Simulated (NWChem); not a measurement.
System: CH4S cation, doublet; SMILES of the neutral closed-shell parent SC

The following NWChem deck was run.

```
start job
memory heap 200 mb stack 900 mb global 1100 mb
charge 1
geometry units angstroms noautoz
  C     -1.046454    -0.440718     0.055640
  S      0.548325     0.318435    -0.038187
  H     -1.129689    -0.997254     1.009529
  H     -1.804199     0.351506    -0.011306
  H     -1.151896    -1.169836    -0.771292
  H      1.324161    -0.801949     0.058972
end
basis spherical
  * library def2-svp
end
dft
  odft
  mult 2
  xc m05-2x
  iterations 150
  mulliken
end
task dft energy
```

Excerpt of the output:

```
             Northwest Computational Chemistry Package (NWChem) 7.3.0
             --------------------------------------------------------

 CS  symmetry detected

                             Geometry "geometry" -> ""
                             -------------------------

 Output coordinates in angstroms (scale by  1.889725989 to convert to a.u.)

  No.       Tag          Charge          X              Y              Z
 ---- ---------------- ---------- -------------- -------------- --------------
    1 C                    6.0000     0.01907545     1.12471232     0.00000000
    2 S                   16.0000     0.07306550    -0.64320224     0.00000000
    3 H                    1.0000    -0.53347317     1.47234054     0.89465001
    4 H                    1.0000     1.05269304     1.49607658     0.00000000
    5 H                    1.0000    -0.53347317     1.47234054    -0.89465001
    6 H                    1.0000    -1.26924736    -0.89779570     0.00000000

 Effective nuclear repulsion energy (a.u.)      57.0305904228

      Symmetry information
      --------------------

 Group name             Cs
 Group number              2
 Group order               2
 No. of unique centers     5

                                 NWChem DFT Module
                                 -----------------

 Summary of "ao basis" -> "ao basis" (spherical)
 ------------------------------------------------------------------------------
       Tag                 Description            Shells   Functions and Types
 ---------------- ------------------------------  ------  ---------------------
 C                          def2-svp                 6       14   3s2p1d
 S                          def2-svp                 8       18   4s3p1d
 H                          def2-svp                 3        5   2s1p

      Symmetry analysis of basis
      --------------------------

        a'         36
        a"         16

            General Information
            -------------------
          SCF calculation type: DFT
          Wavefunction type:  spin polarized.
          No. of atoms     :     6
          No. of electrons :    25
           Alpha electrons :    13
            Beta electrons :    12
          Charge           :     1
          Spin multiplicity:     2
          Use of symmetry is: on ; symmetry adaption is: on
          Maximum number of iterations: 150
          AO basis - number of functions:    52
                     number of shells:    26
          Convergence on energy requested:  1.00D-06
          Convergence on density requested:  1.00D-05
          Convergence on gradient requested:  5.00D-04

              XC Information
              --------------
                       M05-2X Method XC Functional
                     Hartree-Fock (Exact) Exchange  0.560
                M05-2X metaGGA Exchange Functional  0.440
                      M05-2X Correlation Potential  1.000

             Grid Information
             ----------------
          Grid used for XC integration:  medium
          Radial quadrature: Mura-Knowles
          Angular quadrature: Lebedev.
          Tag              B.-S. Rad. Rad. Pts. Rad. Cut. Ang. Pts.
          ---              ---------- --------- --------- ---------
          C                   0.70       49           8.0       434
          S                   1.00       88           8.0       590
          H                   0.35       45          10.0       434
          Grid pruning is: on
          Number of quadrature shells:   272
          Spatial weights used:  Erf1

      Superposition of Atomic Density Guess
      -------------------------------------

 Sum of atomic energies:        -436.96924501

 Renormalizing density from      26.00 to     25

      Non-variational initial energy
      ------------------------------

 Total energy =    -426.957109
 1-e energy   =    -687.116031
 2-e energy   =     203.128332
 HOMO         =      -0.675853
 LUMO         =      -0.274460

   Symmetry analysis of molecular orbitals - initial alpha
   -------------------------------------------------------

  Numbering of irreducible representations:

     1 a'          2 a"

  Orbital symmetries:

     1 a'          2 a'          3 a'          4 a'          5 a'
     6 a"          7 a'          8 a'          9 a'         10 a"
    11 a'         12 a'         13 a"         14 a'         15 a'
    16 a'         17 a"         18 a'         19 a'         20 a'
    21 a"         22 a'         23 a'

   Symmetry analysis of molecular orbitals - initial beta
   ------------------------------------------------------

  Numbering of irreducible representations:

     1 a'          2 a"

  Orbital symmetries:

     1 a'          2 a'          3 a'          4 a'          5 a'
     6 a"          7 a'          8 a'          9 a'         10 a"
    11 a'         12 a'         13 a"         14 a'         15 a'
    16 a'         17 a"         18 a'         19 a'         20 a'
    21 a"         22 a'         23 a'

     ---------------------------------------------
      Total Density - Mulliken Population Analysis
     ---------------------------------------------

    Atom       Charge   Shell Charges
 -----------   ------   -------------------------------------------------------
    1 C    6     6.37   1.99  1.05  0.21  2.13  0.97  0.02
    2 S   16    15.90   2.00  2.00  1.46  0.38  5.97  2.07  1.95  0.07
    3 H    1     0.68   0.56  0.10  0.02
    4 H    1     0.74   0.61  0.11  0.02
    5 H    1     0.68   0.56  0.10  0.02
    6 H    1     0.62   0.50  0.09  0.03

     --------------------------------------------
      Spin Density - Mulliken Population Analysis
     --------------------------------------------

[...]
```

Level: M05-2X/def2-SVP, spin-unrestricted. All runs use the structure optimised with PBE0/def2-SVP, spin-unrestricted. The spin multiplicity was typed, not searched, and may not be the lowest. No stability test was run on the SCF state.
